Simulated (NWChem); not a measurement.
Atomisation of CN

```
C
N 1 1.1825
```
Charge 0, spin multiplicity 2.

The numbers come from NWChem runs, not from measurements. All single points use one geometry, from UPBE/def2-SVP, a minimum by its harmonic frequencies.

Basis set: def2-TZVP. The atomisation energy is electronic alone: no zero-point, thermal, spin-orbit or counterpoise terms. No value is extrapolated to the basis-set limit. Free atoms are single determinants with multiplicities C 3, N 4. Correlated methods freeze the same cores in atoms and molecule, 2 orbitals in all.

B3LYP has NWChem's definition, with VWN1-RPA local correlation. The structure started from a generated list of species. The unpaired electrons of the parent sit in orbitals of symmetry a1 (C2v labels of the run); other states weren't searched. The stability of the SCF solutions was not checked. Open-shell Hartree-Fock references start from PBE0 orbitals. Coupled-cluster values serve here as a point of comparison, not as the truth.

| method | atomisation energy (kcal/mol) | remark |
|---|---|---|
| PBE0 | … | - |
| LDA (SVWN5) | 218.7 | - |
| M06-2X | 175.8 | - |
| CCSD(T) | … | large amplitudes |
| B3LYP | 178.7 | - |
| LC-wPBE (omega 0.3 per bohr) | 184.3 | - |
| TPSS | 182.7 | - |
| MP2 | … | spin-contaminated |
| PBE | 197.2 | - |
| HF | 89.3 | spin-contaminated |

Task: Fill in the missing entries.

Result: 
- PBE0, atomisation energy (kcal/mol): 177.9
- CCSD(T), atomisation energy (kcal/mol): 171.7
- MP2, atomisation energy (kcal/mol): 158.2
